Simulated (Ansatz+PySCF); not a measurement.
**singlet C4H4S: levels of theory in one basis**

```xyz
9

S     0.0000    0.0000    1.0941
C     0.0000    1.1362   -0.0028
C     0.0000   -1.1362   -0.0028
C     0.0000    0.6551   -1.1680
C     0.0000   -0.6551   -1.1680
H     0.0000    2.1007    0.2697
H     0.0000   -2.1007    0.2697
H     0.0000    1.2195   -1.9980
H     0.0000   -1.2195   -1.9980
```

Basis set: def2-SVP (spherical functions). Left uncorrelated: 9 orbitals. Charge 0, multiplicity 1.

Computed with Ansatz (development build ahead of 0.2.0); each method stands on the lowest determinant of its kind that the runs found. NEVPT2 correlates all electrons. Active spaces start from the frontier orbitals, and the lowest solution found is given.

```csv
method,E − E(RHF) (eV),<S²> of the determinant
RHF,0.00,0.00
"CASSCF(6,5)",-1.03,–
"SC-NEVPT2(6,5)",-17.87,–
```

Task: What does RHF-MP2 give on the same scale?

Result: -17.56 eV.

Task: Is a single determinant a sound starting point here?

Result: By this sign, yes. Unrestricted orbitals gain 0.00 eV and <S²> is 0.00 against 0.00 for a pure state. The CASSCF(6,5) natural occupations are 1.99, 1.98, 1.96, 0.04, 0.02.
